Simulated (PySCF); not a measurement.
Reaction (SMILES): N=C=O + 4 [H][H] (H2) → C (CH4) + N (NH3) + O (H2O)
B3LYP-D3(BJ)/def2-TZVP geometries, fixed; electronic energies without zero-point terms.

Effect of the auxiliary basis of density fitting at PBE0/aug-cc-pVTZ with PySCF, against the last row, where the energy of full hydrogenation is -83.18 kcal/mol.

```csv
setting,"fitting functions, largest species",largest shift of a total energy (mEh),shift of the energy of full hydrogenation (kcal/mol)
density fitting: autoaux,545,-0.002,-0.002
density fitting: def2-universal-jkfit,147,-0.043,-0.017
density fitting: cc-pvtz-jkfit,199,0.023,-0.031
density fitting: cc-pvqz-jkfit,310,-0.008,-0.004
density fitting: none,-,0.000,0.000
```

Within 0.02 kcal/mol in the energy of full hydrogenation: density fitting: autoaux; density fitting: def2-universal-jkfit; density fitting: cc-pvqz-jkfit. The largest shift is 0.043 mEh in a total energy and 0.031 kcal/mol in the difference.
